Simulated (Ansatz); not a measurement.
Rock-salt TiC, treated with BLYP in Ansatz (PAW).

The input as run:

Ansatz 0.2 input:
```yaml
crystal:
  lattice:
    - [0.0, 2.1635, 2.1635]
    - [2.1635, 0.0, 2.1635]
    - [2.1635, 2.1635, 0.0]
  atoms:
    - { symbol: Ti, position: [0.0, 0.0, 0.0] }
    - { symbol: C, position: [0.5, 0.5, 0.5] }
basis:
  ecutwfc: 520
  ecutrho_ratio: 4
  xc_grid: 2
kpoints:
  mp_grid: { grid: [22, 22, 22] }
hamiltonian:
  xc: blyp
  dispersion: none
  pseudopotentials: { kind: paw }
scf:
  occupations: { method: fermi_dirac, width: 0.05 }
  convergence: { dr2_threshold: 0.0000000002 }
output:
  forces: true
  stress: true
  eigenvalues: true
```

Q: How many irreducible k-points, plane waves at Γ does the program set up, and what pressure does the run end with?

A: 328 irreducible k-points, 537 plane waves at Γ; P = 9.09 GPa, so the cell is compressed on average and its volume would grow at this level.

The run printed, among other lines:

```
Crystal: 2 atoms, lattice volume = 20.254 Å³
Basis set: ecut = 520 eV, 537 PW (Γ), exchange–correlation on 48×48×48 points (8 copies of the dense FFT grid, shifted against one another)
Bands: 12, of which v1, the nominal top of the filled ones, is band 8 counted from 1 (7 counted from 0)
Symmetry: 48 space group operations
Space group: Fm-3m (ITA 225), of the structure as read, at distance tolerance 2.7e-5 Å
k-points: 328 of 10648
Functional: x = b88, c = lyp
SCF iter   1: F=—  HF=-2759.325477 eV  |F-HF|=—  |Δ(HF+E_count)|=         —  Δρ=2.01e-2  dr2=8.11e-2
SCF iter   2: F=—  HF=-2759.307600 eV  |F-HF|=—  |Δ(HF+E_count)|=   1.79e-2  Δρ=1.14e-2  dr2=2.83e-2
  ...
SCF iter   6: F=—  HF=-2759.300528 eV  |F-HF|=—  |Δ(HF+E_count)|=   3.11e-7  Δρ=2.00e-6  dr2=6.04e-10
SCF iter   7: F=-2759.300528 eV  HF=-2759.300528 eV  |F-HF|=2.73e-12  |Δ(HF+E_count)|=  4.16e-10  Δρ=1.22e-7  dr2=1.42e-12
SCF 1 converged in 7 iterations: F = -2759.300528 eV  dr2 = 1.42e-12
SCF converged after 7 iterations
Free energy (F): -2759.300528 eV
Internal energy: -2759.298322 eV  (E = F + TS)
E sigma→0 (E₀):  -2759.299425 eV
Fermi energy:    15.177908 eV
--- Forces (eV/Å), atoms counted from 1 ---
  atom   1  Ti    -0.00000000    -0.00000000    -0.00000000
  atom   2  C      0.00000000    -0.00000000     0.00000000
--- Stress (GPa, compression-positive) ---
        9.086053      -0.000000       0.000000
       -0.000000       9.086053       0.000000
        0.000000       0.000000       9.086053
  P = ⅓ Tr σ = 9.0861 GPa (90.861 kbar)
```

The PAW data were made under PBE.

Note: cell and atoms aren't relaxed at this level (pressure 9.1 GPa).

Ansatz is an electronic-structure program.
